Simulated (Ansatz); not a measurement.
**CH6OSi: up Jacob's ladder to CCSD(T)**

Aim: compute CH6OSi with functionals from several rungs and with coupled cluster. The yardstick is the atomisation energy at the CCSD(T) limit.

The runs use Ansatz 0.2.0, Gaussian basis; functionals in def2-TZVPP, the program's frozen cores in correlated methods.

The runs, in order: LDA (SPW92), PBE-D4, revPBE-D4, BLYP-D4, r2SCAN-D4, B97M-V, PBE0-D4, B3LYP-D4, r2SCANh-D4, r2SCAN0-D4, HSE06-D4, BHLYP-D4, CAM-B3LYP-D4, LC-ωPBE, ωB97X-V, ωB97M-V, B2PLYP, PBE-QIDH; CCSD(T)/def2-SVP; CCSD(T)/def2-TZVPP; CCSD(T)/def2-QZVPP; extrapolation to the limit; RPA on PBE.

## 1. The relaxed structure

The geometry comes from an earlier relaxation with PBE0-D4 in a triple-zeta def2 set; it is a stationary point, not always the lowest conformer.

9 atoms, charge 0, spin multiplicity 1.

Atoms are counted from 1 here; the program's logs count them from 0.

Bond lengths: C1–Si2 1.863 Å, C1–H4 1.094 Å, C1–H5 1.093 Å, C1–H6 1.093 Å, Si2–O3 1.652 Å, Si2–H7 1.483 Å, Si2–H8 1.492 Å, O3–H9 0.957 Å. Angles: Si2–C1–H4 110.2°, Si2–C1–H5 111.0°, Si2–C1–H6 111.5°, H4–C1–H5 108.1°, H4–C1–H6 107.7°, H5–C1–H6 108.2°, C1–Si2–O3 112.6°, C1–Si2–H7 110.6°, C1–Si2–H8 108.9°, O3–Si2–H7 105.0°, O3–Si2–H8 110.4°, H7–Si2–H8 109.3°, Si2–O3–H9 117.7°.

## 2. LDA

This LDA is Slater exchange with PW92 correlation.

in.yaml

```yaml
crystal:
  periodic: [false, false, false]
  atoms:
    - {symbol: C, position_ang: [-0.777072, 0.630772, -0.595646]}
    - {symbol: Si, position_ang: [0.498592, -0.589117, 0.000995]}
    - {symbol: O, position_ang: [1.307912, -0.058334, 1.339181]}
    - {symbol: H, position_ang: [-1.256097, 0.261532, -1.507174]}
    - {symbol: H, position_ang: [-0.319027, 1.597062, -0.819373]}
    - {symbol: H, position_ang: [-1.560318, 0.788008, 0.150654]}
    - {symbol: H, position_ang: [1.548964, -0.790523, -1.027000]}
    - {symbol: H, position_ang: [-0.173135, -1.891619, 0.281620]}
    - {symbol: H, position_ang: [0.818682, 0.005920, 2.159743]}
basis:
  gaussian: {orbitals: def2-TZVPP}
hamiltonian: {xc: lda}
output: {orbitals: {seedname: orbitals}}
```

The run is started by

```bash
> ansatz run in.yaml --threads 2 --pin off --events-out ev --progress --plain --max-ram 32768MiB --backend cpu
```

Further steps of the session: PBE-D4 (GGA); revPBE-D4 (GGA); BLYP-D4 (GGA); r2SCAN-D4 (meta-GGA); B97M-V (meta-GGA); B3LYP-D4 (hybrid); r2SCANh-D4 (hybrid); r2SCAN0-D4 (hybrid); HSE06-D4 (hybrid); BHLYP-D4 (hybrid); CAM-B3LYP-D4 (range-separated); LC-ωPBE (range-separated); ωB97X-V (range-separated); ωB97M-V (range-separated); B2PLYP (double hybrid); PBE-QIDH (double hybrid); CCSD(T) in def2-SVP; CCSD(T) in def2-TZVPP; CCSD(T) in def2-QZVPP; RPA on PBE orbitals.

Q: Predict the results of all the runs planned. Wanted: atomisation energy, CCSD(T)/CBS; farthest beyond LDA; mean size of error, GGA; mean size of error, meta-GGA; mean size of error, hybrid; mean size of error, range-separated; mean size of error, double hybrid; gap, smallest and largest; T1 diagnostic.

As calculated:

```
                               quantity                                                                value
        atomisation energy, CCSD(T)/CBS                                                       769.6 kcal/mol
functionals within 3.8 kcal/mol (0.5 %)  PBE-D4, r2SCAN-D4, B97M-V, B3LYP-D4, CAM-B3LYP-D4, ωB97X-V, ωB97M-V
                    farthest beyond LDA                                            BHLYP-D4 (-19.3 kcal/mol)
                mean size of error, GGA                                                         8.4 kcal/mol
           mean size of error, meta-GGA                                                         2.1 kcal/mol
             mean size of error, hybrid                                                         9.7 kcal/mol
    mean size of error, range-separated                                                         2.6 kcal/mol
      mean size of error, double hybrid                                                        10.2 kcal/mol
              gap, smallest and largest                            6.46 eV (LDA (SPW92)), 13.82 eV (LC-ωPBE)
                          T1 diagnostic                                                               0.0102
triples share of the correlation energy                                                                3.3 %
```

LDA overbinds by 88.9 kcal/mol (12 %). PBE-D4 is off by -1.1 kcal/mol. Double hybrids carry the basis error of their MP2 part in triple zeta, and no dispersion term here, so their miss is partly the set-up's. The rungs meta-GGA, range-separated miss on average by less than the doubt on the reference (3.8 kcal/mol), so they tie. The reference freezes the cores and leaves out relativity and excitations past (T), so misses under about 3.8 kcal/mol can't be ranked. Hartree-Fock recovers 75 % of the binding; the rest is correlation. CCSD(T) in def2-SVP is off by -50.1 kcal/mol, which most functionals beat. Orbital gaps span 6.5 to 13.8 eV; exact exchange widens them.
